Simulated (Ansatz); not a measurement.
# What a trial cell of Na relaxes into

These are results of DFT r2SCAN, scalar-relativistic, plane waves, PAW in Ansatz 0.2.0, not measurements.

The start puts Na on the simple cubic structure type (Pm-3m, No. 221), at a guessed volume.

Input of the last, converged step (default PAW datasets):

```yaml
crystal:
  lattice:
    - [3.3818079441, 0.0, 0.0]
    - [0.0, 3.3818079441, 0.0]
    - [0.0, 0.0, 3.3818079441]
  atoms:
    - { symbol: Na, position: [0.0, 0.0, 0.0] }
basis:
  ecutwfc: 500
kpoints:
  mp_grid: { grid: [16, 16, 16] }
hamiltonian:
  xc: r2scan
scf:
  occupations: { method: gaussian, width: 0.1 }
output:
  forces: true
  stress: true
  eigenvalues: true
relax:
  adjacent_minimum: "off"
  f_tol: 0.01
  max_steps: 80
  cell: { stress_tol: 0.05 }
```

It can be run as:

```bash
ansatz run input.yaml --threads 1 --pin off --backend cpu --events-out ev --progress --plain --runs-dir out  # memory cap (--max-ram) not shown
```

The program printed at the end:

```
SCF converged after 6 iterations
Free energy (F): -1488.490266 eV
Harris-Foulkes:  -1488.490266 eV  (|F-HF|=1.59e-12)
Internal energy: -1488.487562 eV  (E = F + TS)
E sigma→0 (E₀):  -1488.488914 eV
Entropy (-TS):   -0.002703 eV (-2.703 meV/atom)
Fermi energy:    1.491544 eV
--- Per-component energies (eV) ---
  E_band       = -256.575991
  E_kinetic    = 120.020261
  E_local      = -1481.819713  (includes V_loc(G=0)·N_el)
  E_nonlocal   = 115.894528
  E_hartree    = 545.553828
  E_xc         = -35.647269
  E_vxc        = -53.667941  (∫ρ·V_xc dr)
  E_paw        = -267.756884  (= ΣΔE_a)
  E_vpaw       = -52.959860  (= ΣTr[D̂ρ^β])
  E_aug_tail   = -0.000001  (compensation charges beyond the density's cutoff)
  E_vtau       = 4.849115  (kinetic-family band-sum trace: ∫τ·v_τ [+ j·A + Jᵃ·Aᵃ] dr)
  E_ewald      = -484.706045
  E_core_change = -0.026267  (= ΣΔE_core)
  E_smearing   = -0.002703  (= −TS)
  E_closure    =  0.000000  (closes the sum)
  Σ components = -1488.490266   (vs F -1488.490266, Δ=0.00e0)
--- Forces (eV/Å), atoms counted from 1 ---
  atom   1  Na     0.00000000     0.00000000     0.00000000
  max |Σ_I F_I| component: 2.57e-34 eV/Å
--- Stress (GPa, compression-positive) ---
        0.006850       0.000000       0.000000
        0.000000       0.006850       0.000000
        0.000000       0.000000       0.006850
  P = ⅓ Tr σ = 0.0069 GPa (0.069 kbar)
--- Relaxed structure (3 steps of the walk, 3 accepted, 1 SCFs on fresh bases) ---
  F+E_penalty+E_count = -1488.49026581 eV   max|allowed force component| = 0.000e0 eV/Å   (the final SCF, on the basis selected at the relaxed cell)
  cell:  # Å, volume = 39.7832 Å³
    - [3.413762, 0.000000, 0.000000]
    - [0.000000, 3.413762, 0.0]
    - [0.000000, 0.0, 3.413762]
  atoms:
    - { symbol: Na, position: [0.0, 0.0, 0.0] }
```

Absolute energies hang on the potentials; compare differences alone.

The result has space group Pm-3m (No. 221). Na has 6 Na at 3.41 Å.

It lies 0.13 eV/atom above the element's standard state at the same level.

The k mesh leaves about 4 meV/atom of noise in metals.

Symmetry constrained the relaxation, so the result can be a saddle point.